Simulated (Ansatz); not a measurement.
C2H5NOS, SMILES `CSC(=N)O`. The species carries charge 0 and has multiplicity 1. Geometry: relaxed with PBE0-D4/def2-TZVP. It is one conformer, not always the lowest.

```xyz
10

C     0.256    0.200   -1.689
S     1.206   -0.103   -0.192
C    -0.018   -0.142    1.067
N     0.200   -0.327    2.296
O    -1.267    0.048    0.615
H     0.988    0.230   -2.497
H    -0.453   -0.606   -1.871
H    -0.264    1.154   -1.635
H     1.184   -0.457    2.505
H    -1.833    0.004    1.400
```

Q: What is the dipole moment at PBE/def2-TZVPP? (Estimate.)

A: The calculation gave: 1.82 D, with components (-0.42, 0.28, -1.74) D in this frame, pointing from negative to positive charge.

Q: And with r2SCAN, B3LYP, ωB97M-V? (Estimate.)

A: The calculation gave: r2SCAN 1.91 D, B3LYP 1.86 D, ωB97M-V 1.86 D.

Q: Give the Mulliken charges with PBE, ωB97M-V, r2SCAN in def2-TZVPP. (Estimate.)

A: Computed: 
| atom | PBE | ωB97M-V | r2SCAN |
| --- | --- | --- | --- |
| C1 | -0.27 | -0.36 | -0.15 |
| S2 | -0.08 | -0.01 | -0.07 |
| C3 | 0.15 | 0.20 | 0.26 |
| N4 | -0.29 | -0.30 | -0.38 |
| O5 | -0.23 | -0.26 | -0.30 |
| H6 | 0.12 | 0.13 | 0.08 |
| H7 | 0.13 | 0.15 | 0.09 |
| H8 | 0.13 | 0.15 | 0.09 |
| H9 | 0.15 | 0.11 | 0.15 |
| H10 | 0.20 | 0.19 | 0.22 |

B3LYP here is the variant with VWN-RPA as its local correlation; programs differ in this.
